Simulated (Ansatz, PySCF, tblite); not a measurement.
How well does each level of theory give the cohesive energy of zinc-blende BP?

Reference value: 5.14 eV/atom (measured, static lattice: zero-point vibration energy added, sources range from 5.14 to 5.20; as tabulated in Mejia-Rodriguez and Trickey (2018), arXiv:1807.09216).

```
level (code)          value (eV/atom)  cell (Å³/atom)  error (eV/atom)
--------------------  ---------------  --------------  ---------------
GFN1-xTB (tblite)                6.20           11.96            +1.06
PBE (Ansatz)                     5.29           11.76            +0.15
r²SCAN (Ansatz)                  5.27           11.67            +0.13
Hartree–Fock (PySCF)       3.40 ± 0.1           11.98            -1.74
MP2 (PySCF)                5.64 ± 0.1           11.31            +0.50
```

Leaving aside GFN1-xTB, which can be fitted to such values or carry a doubt: Nearest, and too close to rank with a margin of 0.06 eV/atom (twice that across the reference) picked here for doubts on the reference and the settings: r²SCAN (+0.13 eV/atom), PBE (+0.15 eV/atom). Hartree–Fock (-1.74 eV/atom) misses by most. Within 0.2 eV/atom: PBE, r²SCAN.

A ± on a computed value is a rough bar: the spread of its extrapolation, a floor set from checks against published values, or a statistical error. GFN1-xTB: the free atoms are run in the same model without spin. GFN1-xTB: the method was fitted mainly to molecules. GFN1-xTB: the run uses a supercell at the zone centre in place of a k mesh. Each level is taken at its own relaxed cell. Cutoffs differ between the levels. Ansatz's density-functional and Hartree–Fock values are scalar-relativistic unless marked +SOC, with PAW data made under PBE.

Differences are worked out from the printed values.

Ansatz is a first-principles code.
